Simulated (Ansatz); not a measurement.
A calculation with Ansatz (development build ahead of 0.2.0).

```yaml
crystal:
  periodic: [false, false, false]
  atoms:
    - { symbol: C, position_ang: [-0.44693, 0.02769, -0.59454] }
    - { symbol: C, position_ang: [0.73384, -0.39001, -0.11362] }
    - { symbol: C, position_ang: [-0.29104, 0.25358, 0.7462] }
    - { symbol: H, position_ang: [-0.95591, 0.51815, -1.47878] }
    - { symbol: H, position_ang: [1.76322, -0.18204, -0.44003] }
    - { symbol: H, position_ang: [-0.00706, 1.16838, 1.34834] }
basis:
  gaussian: { orbitals: def2-SVP }
magnetization:
  spin_polarized: true
  initial_magnetization: 1
hamiltonian:
  xc: hf
output:
  forces: true
```

The input is written out in the form of the current development build from the run's settings.

Output:

```
Converged                       : yes
Total energy                    : -115.08847 hartree
Spin squared of the determinant : 1.009
Stability test                  : minimum
```

Forces (eV/Å):
```csv
atom,Fx,Fy,Fz
C1,-1.537,2.104,-2.419
C2,1.245,-0.685,-0.620
C3,1.796,1.231,2.274
H4,0.617,-1.228,1.168
H5,-0.567,-0.479,0.285
H6,-1.554,-0.943,-0.688
```

Caution: the unrestricted determinant is spin contaminated.
